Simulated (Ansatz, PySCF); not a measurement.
This Ansatz (an electronic-structure program) input computes a SVWN5/def2-TZVPD energy:

Ansatz 0.2 input:
```yaml
crystal:
  periodic: [false, false, false]
  atoms:
    - {symbol: C, position_ang: [1.48923700, 0.70079263, 0.00925021]}
    - {symbol: C, position_ang: [-0.03929376, 0.78325927, 0.00066342]}
    - {symbol: S, position_ang: [-0.85165386, -0.85211429, -0.00580082]}
    - {symbol: H, position_ang: [-0.35574310, 1.36679086, 0.87704767]}
    - {symbol: H, position_ang: [-0.34577701, 1.36877731, -0.87793506]}
    - {symbol: H, position_ang: [1.96495899, 1.69625100, 0.01307846]}
    - {symbol: H, position_ang: [1.82668773, 0.14785365, 0.88999214]}
    - {symbol: H, position_ang: [1.83667574, 0.14984447, -0.86885190]}
basis:
  gaussian:
    orbitals: def2-TZVPD
hamiltonian:
  xc: {name: SVWN5}
total_charge: -1
output: {forces: true}
```

### Question
Write an input for the same energy in PySCF and say what it gives.

### Answer

```python
from pyscf import gto, scf, dft

mol = gto.M(
    atom='''
    C     1.48923700    0.70079263    0.00925021
    C    -0.03929376    0.78325927    0.00066342
    S    -0.85165386   -0.85211429   -0.00580082
    H    -0.35574310    1.36679086    0.87704767
    H    -0.34577701    1.36877731   -0.87793506
    H     1.96495899    1.69625100    0.01307846
    H     1.82668773    0.14785365    0.88999214
    H     1.83667574    0.14984447   -0.86885190
    ''',
    basis='def2-tzvpd',
    charge=-1,
    spin=0,
    verbose=4,
)

mf = dft.RKS(mol, xc='svwn').density_fit(auxbasis='def2-universal-jkfit')
mf.grids.level = 3
mf.conv_tol = 1e-9
mf.max_cycle = 100
mf.max_memory = 1500
mf.kernel()
if not mf.converged:
    mf = mf.newton()
    mf.kernel(mf.make_rdm1())
mf.analyze()
```
It gives -475.35890 Eh, and Ansatz -475.35883 Eh, a difference of 0.07 mEh, from the treatment of integrals and grids.

It need not be the lowest isomer of its formula. Whether it binds its extra electron was not tested at this geometry.
